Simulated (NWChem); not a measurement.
## Correlation energy of Si (+1)

```
Si
```
Charge +1, spin multiplicity 2.

The numbers come from NWChem runs, not from measurements.

Basis set: cc-pVDZ. Each correlation energy counts from its own Hartree-Fock reference.

The correlated methods keep 5 core orbitals frozen. The stability of the SCF solutions was not checked. Open-shell Hartree-Fock references start from PBE0 orbitals. Coupled-cluster values serve here as a point of comparison, not as the truth.

Problem. For the correlation energy, CCSD on ROHF gives -57.2 mHa and SCS-UMP2 gives -39.8 mHa. What do CCSD[T] on UHF, CCSD on UHF, CCSD(T) on UHF give?

Solution. CCSD[T] on UHF: -53.8 mHa; CCSD on UHF: -53.2 mHa; CCSD(T) on UHF: -53.8 mHa.
